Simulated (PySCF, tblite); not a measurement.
Species: C4H5Cl.
Numbering: `[CH:1]#[C:2][CH2:3][CH2:4][Cl:5]` (hydrogens: H6 on C1; H7, H8 on C3; H9, H10 on C4)

Computed geometry: GFN2-xTB, gas phase.

Task: What internal coordinates does the optimisation give?

Result: 
```json
{"bond": "C1≡C2", "length (Å)": "1.196"}
{"bond": "C2–C3", "length (Å)": "1.450"}
{"bond": "C3–C4", "length (Å)": "1.525"}
{"bond": "C4–Cl5", "length (Å)": "1.786"}
{"bond": "C1–H6", "length (Å)": "1.049"}
{"bond": "C3–H7, C3–H8", "length (Å)": "1.093"}
{"bond": "C4–H9, C4–H10", "length (Å)": "1.090"}
```

Bonds in one row agree within 0.01 Å and their mean is given. A selection of angles:
```json
{"angle": "C2–C1–H6", "degrees": "179.0"}
{"angle": "C1–C2–C3", "degrees": "179.0"}
{"angle": "C2–C3–C4", "degrees": "110.1"}
{"angle": "C2–C3–H7", "degrees": "109.4"}
{"angle": "C4–C3–H7", "degrees": "109.9"}
{"angle": "H7–C3–H8", "degrees": "108.2"}
{"angle": "C3–C4–Cl5", "degrees": "110.3"}
{"angle": "C3–C4–H9", "degrees": "111.1"}
{"angle": "Cl5–C4–H9", "degrees": "107.1"}
{"angle": "H9–C4–H10", "degrees": "109.7"}
```

Torsions: C2–C3–C4–Cl5 180° (antiperiplanar).

The 5 heavy atoms lie in one plane (0.001 Å rms). The 3 C–C bonds span 1.196 Å (C1≡C2, drawn triple) to 1.525 Å (C3–C4, drawn single), a spread of 0.329 Å.

Point group: Cs (tolerance 0.08 Å). Its GFN2-xTB frequencies are all real (lowest 77 cm⁻¹). The numbers are those of one conformer.
